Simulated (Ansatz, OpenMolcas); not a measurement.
**Worked example: the enthalpy of formation of C4H4N2 (pyrazine)**

C4H4N2 has 10 atoms, charge 0, and is taken as a singlet. SMILES: `c1cnccn1`. Geometry: relaxed at PBE0-D4/def2-TZVP.

Total energies at revPBE/cc-pVDZ (OpenMolcas 26.06); the atoms run unrestricted:

| species | state | energy (Eh) |
| --- | --- | --- |
| C4H4N2 | singlet | -264.266000 |
| C | triplet | -37.838504 |
| N | quartet | -54.573185 |
| H | doublet | -0.503191 |

Harmonic wavenumbers at PBE/def2-SVP, in cm⁻¹: 309, 417, 584, 703, 764, 776, 916, 963, 969, 997, 1023, 1060, 1136, 1210, 1278, 1316, 1402, 1462, 1561, 1576, 3073, 3074, 3087, 3094.

Measured heats of formation of the gaseous atoms at 298.15 K, in kJ/mol: C 716.9, N 472.4, H 218.0. Spin-orbit lowering of the atoms at 298 K (mean of the ground term's levels less their thermal mean, from spectra), in kJ/mol: C 0.02. Take 1 Eh = 2625.50 kJ/mol, 1 cm⁻¹ = 0.0119627 kJ/mol, RT = 2.479 kJ/mol.

Question: Work out the heat of formation of the gas at 298 K.

Answer: 
1. Electronic atomisation energy: 4 × (-37.838504) + 2 × (-54.573185) + 4 × (-0.503191) − (-264.266000) = 1.752850 Eh = 4602.1 kJ/mol.
2. Zero-point energy: half the sum of the wavenumbers, 16375 cm⁻¹ = 195.9 kJ/mol.
3. Thermal vibrational enthalpy, Σ hcν̃/(exp(hcν̃/kT) − 1): 3.9 kJ/mol. Translation, rotation and pV of a non-linear molecule: 4 RT = 9.9 kJ/mol.
4. The 10 free atoms carry 5/2 RT each: 62.0 kJ/mol.
5. Spin-orbit coupling lowers the free atoms by 4 × 0.02 = 0.1 kJ/mol.
6. Atomisation enthalpy at 298 K: 4602.1 − 0.1 − 195.9 − 3.9 − 9.9 + 62.0 = 4454.3 kJ/mol.
7. Sum of the atoms' heats of formation: 4684.4 kJ/mol. Heat of formation: 4684.4 − 4454.3 = +230.1 kJ/mol.

The tabulated value is +196.1 kJ/mol (CRC Handbook of Chemistry and Physics), so this level is off by +34.0 kJ/mol, or 0.8 % of the atomisation enthalpy. Anharmonicity and any spin-orbit splitting of the molecule are left out.
